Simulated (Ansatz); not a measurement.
# NHO (quintet): wave-function methods side by side, def2-TZVPP

An exercise on one series of results from a longer session: the logs are not shown, and one member is left open.

Method: def2-TZVPP, core rule «outside noble gas», up to 2 orbitals frozen; program: Ansatz 0.2.0, Gaussian basis.

To be run: UHF; ROHF; CCSD(T) on UHF.

2 further runs of the same task are left out: 2 set aside as unsound or not needed.

### The system

The geometry is a PBE0/def2-TZVP stationary point (not a proven minimum) of the parent state, kept for this charge and spin.

3 atoms, charge 0, spin multiplicity 5.

Atoms are counted from 1 here; the program's logs count them from 0.

Bond lengths: N1–O2 1.213 Å, N1–H3 1.028 Å. Angles: O2–N1–H3 120.0°.

Set-up of the first run:

in.yaml

```yaml
crystal:
  periodic: [false, false, false]
  atoms:
    - {symbol: N, position_ang: [0.000000, -0.123149, 0.597204]}
    - {symbol: O, position_ang: [0.000000, 0.065186, -0.601149]}
    - {symbol: H, position_ang: [0.000000, 0.676603, 1.243294]}
basis:
  gaussian: {orbitals: def2-TZVPP}
magnetization: {spin_polarized: true, initial_magnetization: 4}
hamiltonian: {xc: hf}
output: {orbitals: {seedname: orbitals}}
```

The run is started by

```sh
> ansatz run in.yaml --threads 1 --pin off --events-out ev --progress --plain --max-ram 3968MiB --backend cpu
```

Steps of the session up to this table: UHF; ROHF; CCSD(T) on UHF.

One of the session's tables, all rows but one given; the rest of the session is left out.

```
  method  from UCCSD(T) (kJ/mol)
    ROHF                  +960.1
     UHF                  +925.5
    UMP2                       ?
   UCCSD                   +28.5
UCCSD(T)                       0
```

Estimate the missing values for UMP2.

**Answer.** from UCCSD(T) (kJ/mol): +101.3. In the column «from UCCSD(T) (kJ/mol)» it lies between UCCSD (+28.5) and UHF (+925.5).
